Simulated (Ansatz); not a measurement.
**Ca₃Nb: from a trial structure to a relaxed crystal**

Theory: DFT PBE, scalar-relativistic, plane waves, PAW (Ansatz). Cutoff 420 eV, Γ-centred k mesh, Gaussian smearing, no spin polarisation in the final step.

A relaxed cell is given with its space group left out.

```yaml
crystal:
  lattice:
    - [4.99552, 0.00000, 0.00000]
    - [0.00000, 4.99552, 0.00000]
    - [0.00000, 0.00000, 4.99552]
  atoms:
    - { symbol: Ca, position: [0.00000, 0.50000, 0.50000] }
    - { symbol: Ca, position: [0.50000, 0.00000, 0.50000] }
    - { symbol: Ca, position: [0.50000, 0.50000, 0.00000] }
    - { symbol: Nb, position: [0.00000, 0.00000, 0.00000] }
```

Energies over the elements count from the elements' standard structures at the same level, with no empirical corrections.

(1) What space group does it have?

(2) How far does it lie from the elements in energy?

(3) Is it a metal?

Results:

(1) Pm-3m (No. 221). Conventional cell: a = 4.996 Å. Ca has 4 Nb at 3.53 Å and 8 Ca at 3.53 Å; around Nb lie 12 Ca at 3.53 Å.

(2) 0.73 eV/atom.

(3) Yes, bands cross the Fermi level on the 10×10×10 mesh.

The final run used a 10×10×10 mesh on its 4-atom cell and 0.10 eV smearing. For metals, differences of a few meV/atom aren't resolved. The cell came from a trial start, so Ca₃Nb may not exist in this structure.

Cost: 3 runs of about 0.66 core-minutes in all, on Intel Xeon 6975P-C (Granite Rapids) (shared hosts).